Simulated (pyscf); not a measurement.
PySCF, gas phase, ωB97X-D3(BJ)/def2-SVP geometries.

### Question
For `[CH3][GaH][CH3]` + `[ClH]` → `[CH4]` + `[CH3][GaH][Cl]`, a four-centre exchange (singlet surface; C–Ga, Cl–H broken, C–H, Cl–Ga formed), PBE/def2-TZVP gives ΔE‡ = 1.1 kcal/mol and ΔE = -37.0 kcal/mol (zero: the separated reactants). In which direction and how far do r²SCAN/def2-TZVP, PBE0-D3(BJ)/def2-TZVP, ωB97M-D3(BJ)/def2-TZVP move these?

### Answer
r²SCAN: ΔE‡ = 0.2 kcal/mol, ΔE = -38.8 kcal/mol; PBE0-D3(BJ): ΔE‡ = 1.6 kcal/mol, ΔE = -37.7 kcal/mol; ωB97M-D3(BJ): ΔE‡ = 6.0 kcal/mol, ΔE = -37.3 kcal/mol. PBE's barrier lies among them. Its reaction energy lies over all of them, by 0.3 to 1.7 kcal/mol. On the reactant side the descent ends in a complex, 6.5 kcal/mol under the separated species and 10.2 kcal/mol under the saddle at ωB97X-D3(BJ)/def2-TZVP. At ωB97X-D3(BJ)/def2-TZVP the barrier from the zero used here is 3.8 kcal/mol. This is the saddle that the search found; another between the same sides may lie lower. Elements up to Kr have no core potential and no relativistic terms here.
